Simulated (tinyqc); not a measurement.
A ladder of methods, and size consistency: correlation methods against full CI in the sto-3g basis, for LiH, spin multiplicity 1. Computed by the program tinyqc with PySCF. 

Geometry (angstrom):
```
atom       x       y       z
Li    0.0000  0.0000  0.0000
H     0.0000  0.0000  1.4210
```

RHF energy of one = -7.861554 hartree

All electrons correlated; +Q is the Davidson correction (1 - c0^2) E_corr. The last columns treat two copies 100 angstrom apart as one system. FCI is the lowest singlet.

Correlation energies (hartree):
```
method   E_corr of one  share of FCI (%)  E_corr of two at 100 angstrom  two minus twice one (mhartree)
MP2          -0.011768           64.9692                      -0.023537                          0.0000
CISD         -0.018103           99.9392                      -0.035495                          0.7101
CISD+Q       -0.018478          102.0125                      -0.036841                          0.1154
CCSD         -0.018105           99.9529                      -0.036211                       -3.96e-05
CCSD(T)      -0.018112           99.9912                      -0.036224                       -3.96e-05
FCI          -0.018114          100.0000                              -                               -
```

MP2 recovers 65 %, CISD 99.9 % and CCSD 100.0 % of the FCI value (c0^2 = 0.979 in CISD). MP2 and coupled cluster are size consistent, so their last column vanishes; CISD loses 0.71 mhartree, since a double excitation on each copy is a quadruple of the pair, and the Davidson correction leaves +0.12.
